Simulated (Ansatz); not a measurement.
The first iterations of a band of C₃H₆N₂ (11 atoms, charge 0, multiplicity 1).

Theory: Ansatz, RKS PBE0-D4/def2-mTZVP.

```json
{
 "movable images": "7",
 "climbing image": "yes",
 "spring": "5.0 eV/Å²",
 "optimiser": "quadratic models (default)",
 "start path": "through a guess of the saddle point",
 "force threshold": "0.03 eV/Å",
 "iteration limit": "60",
 "end points": "relaxed"
}
```

Initial state:

```xyz
11
Properties=species:S:1:pos:R:3
N -0.910 1.824 -0.885
C -0.864 0.582 -0.647
C 0.438 -0.157 -0.598
C 0.757 -0.552 0.811
N 0.720 -1.762 1.182
H -1.874 2.162 -0.866
H -1.754 -0.027 -0.442
H 0.380 -1.065 -1.203
H 1.218 0.501 -0.990
H 1.000 0.280 1.485
H 0.953 -1.843 2.174
```

Final state:

```xyz
11
Properties=species:S:1:pos:R:3
N -0.675 1.651 -0.501
C -0.824 0.338 -0.864
C -0.264 -0.753 -0.307
C 0.690 -0.752 0.772
N 1.171 -1.837 1.246
H -0.878 2.339 -1.209
H -1.534 0.196 -1.673
H -0.550 -1.726 -0.690
H 0.116 1.896 0.074
H 0.985 0.230 1.173
H 1.829 -1.638 2.000
```

| iteration | highest image above the first end (eV) | largest band force component (eV/Å) |
| --- | --- | --- |
| 1 | 4.610 | 7.042 |
| 2 | 3.265 | 4.206 |
| 3 | 2.488 | 2.020 |
| 4 | 3.255 | 2.985 |
| 5 | 2.766 | 2.108 |

**Question.** Does the band converge within its limit, and where does its top end?

**Answer.** It converged. It ended after 17 iterations with the highest image 2.608 eV above the first end. Neighbouring images differ by up to 1.8 eV, so the band resolves the path poorly. A vibrational analysis at the climbing image gives one clearly imaginary mode, 1947i cm⁻¹: a first-order saddle point. The orbitals stay closed-shell, which can raise the energy where a bond breaks towards radicals; this wasn't checked here.

The run took 4.6 min on 2 threads of Arm Neoverse V2, on a shared host, peak memory 0.22 GiB.
